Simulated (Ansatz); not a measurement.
# Which is lower?

Two isomers of SiH3S2 (charge -1), singlet, relaxed at PBE0-D4/def2-TZVPD (vibrations not checked).

A:

| atom | x (Å) | y (Å) | z (Å) |
| --- | --- | --- | --- |
| Si1 | -0.3430 | -0.2301 | -0.9816 |
| S2 | -0.0666 | 0.8946 | 0.7580 |
| S3 | 0.4278 | -0.8061 | 1.8675 |
| H4 | -1.4305 | -1.2447 | -0.8604 |
| H5 | -0.7414 | 0.6735 | -2.1277 |
| H6 | 0.8923 | -0.9391 | -1.4269 |

B:

```tsv
atom	x (Å)	y (Å)	z (Å)
S1	-2.3256	0.2306	-0.4382
Si2	-0.1278	-0.0176	-0.2942
S3	0.6224	-0.0743	1.5843
H4	0.1369	-1.2347	-1.1385
H5	0.2705	1.1234	-1.1934
H6	-2.5548	-0.4927	0.6694
```

Program: Ansatz 0.2.0. Basis: def2-TZVPPD. Cores are frozen in the correlated methods. B3LYP uses VWN-RPA correlation.

(1) Which structure is lower at CCSD(T), and by how much? (An estimate is asked for; the value comes from the calculation.)

The T1 diagnostic stays at or below 0.014.

Results:

(1) The calculation gives: B, by 34.25 kcal/mol (electronic energy, against the other). By their contacts, A is SiH₃S₂ ([SiH3][S][S]), total charge -1 and B is SiH₃S₂ ([S][SiH2][SH]), total charge -1.

All methods give the same order:

```json
{"method": "PBE-D4", "E(B) − E(A) (kcal/mol)": "-31.44"}
{"method": "r2SCAN-D4", "E(B) − E(A) (kcal/mol)": "-33.98"}
{"method": "PBE0-D4", "E(B) − E(A) (kcal/mol)": "-33.06"}
{"method": "B3LYP-D4", "E(B) − E(A) (kcal/mol)": "-31.98"}
{"method": "wB97M-V", "E(B) − E(A) (kcal/mol)": "-33.29"}
{"method": "HF", "E(B) − E(A) (kcal/mol)": "-34.82"}
{"method": "MP2", "E(B) − E(A) (kcal/mol)": "-35.17"}
{"method": "CCSD", "E(B) − E(A) (kcal/mol)": "-34.63"}
{"method": "CCSD(T)", "E(B) − E(A) (kcal/mol)": "-34.25"}
```

Labels in which every atom is bracketed show which atoms are joined, not bond orders.
